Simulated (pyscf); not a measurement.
Thermochemistry of product channels of F–SiH₂–O–SiH₃ + hydroxyl (OH•) on the doublet surface, in kcal/mol, from ωB97M-D3(BJ)/def2-TZVP energies (ideal gas, 1 atm, RRHO with modes under 100 cm⁻¹ raised to 100, one conformer, R ln 2 for chiral ones without a mode under 150 cm⁻¹). PySCF, gas phase, ωB97X-D3(BJ)/def2-SVP geometries.

```json
[
 {"products": "HO–SiH(F)–O–SiH₂• + hydrogen (H₂)", "ΔE": "-49.2", "ΔH(298 K)": "-50.0", "ΔG(298 K)": "-48.9", "ΔG(900 K)": "-48.0"},
 {"products": "HO–Si•(F)–O–SiH₃ + hydrogen (H₂)", "ΔE": "-43.3", "ΔH(298 K)": "-43.9", "ΔG(298 K)": "-42.6", "ΔG(900 K)": "-41.2"},
 {"products": "HO–SiH₂–O–SiH₂–F + H atom (H•)", "ΔE": "-36.6", "ΔH(298 K)": "-37.6", "ΔG(298 K)": "-34.1", "ΔG(900 K)": "-28.0"},
 {"products": "HO–SiH•–O–SiH₂–F + hydrogen (H₂)", "ΔE": "-45.1", "ΔH(298 K)": "-45.5", "ΔG(298 K)": "-43.5", "ΔG(900 K)": "-40.3"}
]
```

These are energies of the channels, which say nothing of barriers. Left out: orbital degeneracy and the spin-orbit lowering of OH.
